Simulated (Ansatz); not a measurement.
**A rate constant, worked out**

An elementary step of SiH3F, closed shell (SiH₂ + HF → SiH₃F ([F][SiH3]); H–F broken or loosened, Si–H, Si–F formed or tightened). The start structure is the complex of the reactants, bound by 0.22 eV, and the electronic barrier above it is 0.492 eV by CCSD(T) at an estimated basis limit (MP2 extrapolated from triple and quadruple zeta, plus CCSD(T) − MP2 in triple zeta). Program: Ansatz 0.2.0. Basis: def2-TZVPP and def2-QZVPP. Cores are frozen in the correlated methods. Extrapolation: Hartree–Fock as exp(−7.88 √X), correlation as X^−2.97. Harmonic wavenumbers at PBE0-D4/def2-TZVP (Ansatz 0.2.0), in cm⁻¹:

Start: 197, 204, 370, 502, 640, 1001, 2065, 2069, 4031.

Saddle: 1179i, 426, 554, 700, 786, 1022, 1939, 2164, 2179.

(1) Work out the transition-state-theory rate constant at 300 K from these numbers alone (harmonic vibrations; rotation, path degeneracy and anharmonicity left out), and the Wigner tunnelling factor. Use 1 cm⁻¹ = 1.2398 × 10⁻⁴ eV and k_B = 8.617 × 10⁻⁵ eV/K.

T1 diagnostic: at most 0.017. The restricted Hartree–Fock reference is unstable towards an unrestricted one at one or more of these structures.

Answers

(1) Zero-point energies, half the sums: start 11079/2 cm⁻¹ = 0.6868 eV; saddle, real modes only, 9770/2 cm⁻¹ = 0.6057 eV.
Barrier with zero-point energy: 0.492 + 0.6057 − 0.6868 = 0.4109 eV.
k_BT = 0.02585 eV, so the barrier is 15.89 k_BT.
Vibrational partition functions from the zero-point level, ln q = −Σ ln(1 − exp(−hν/k_BT)): start 1.300, saddle 0.278.
k = (k_BT/h) exp(ln q‡ − ln q) exp(−E0/k_BT), with log₁₀(k_BT/h in s⁻¹) = 12.80: log₁₀ k = 12.80 + (-1.022 − 15.89)/2.3026 = 5.46, so k ≈ 3 × 10^(5) s⁻¹.
Wigner factor: 1 + (hν‡/k_BT)²/24 = 1 + (5.65)²/24 = 2.33, too large for this simple formula to be trusted. A change of 1 kcal/mol (0.043 eV) in the barrier would change k by a factor of 5.4 at this temperature.

Losses and insertions of silylenes and their heavier kin drive the gas-phase chemistry of silicon and germanium vapour deposition.

Labels in which every atom is bracketed show which atoms are joined, not bond orders.

For scale, one of the runs: CCSD(T)/def2-TZVPP, 115 basis functions, launched by `ansatz run in.yaml --threads 2 --pin off --events-out ev --progress --plain --max-ram 4352MiB`. The run took about 3.8 s on 2 CPU threads of an Intel Xeon Platinum 8488C (shared host).
